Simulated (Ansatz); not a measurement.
Program: Ansatz 0.2.0.

A structure relaxed at PBE0-D4/def2-TZVP, charge 0, multiplicity 1:

```xyz
18

C    -0.274   -1.638   -1.348
C    -0.104   -0.620   -0.510
C    -1.057    0.542   -0.492
C    -1.717    0.775    0.862
C     1.048   -0.589    0.454
C     1.953    0.627    0.292
H    -1.107   -1.667   -2.043
H     0.414   -2.477   -1.367
H    -1.825    0.377   -1.253
H    -0.523    1.452   -0.788
H    -2.254   -0.117    1.194
H    -2.433    1.598    0.806
H    -0.985    1.030    1.632
H     1.635   -1.503    0.329
H     0.662   -0.610    1.480
H     2.796    0.576    0.984
H     1.420    1.559    0.493
H     2.352    0.684   -0.724
```

Task: Give its formula and SMILES.

Result: C6H12, `C=C(CC)CC`.

Task: Point group (tolerance 0.08 Å, 0.16 Å for H)?

Result: C2.

Task: Summarise the bond lengths by kind.

Result: 5 × C–C 1.330 to 1.524 Å; 12 × C–H 1.085 to 1.097 Å.
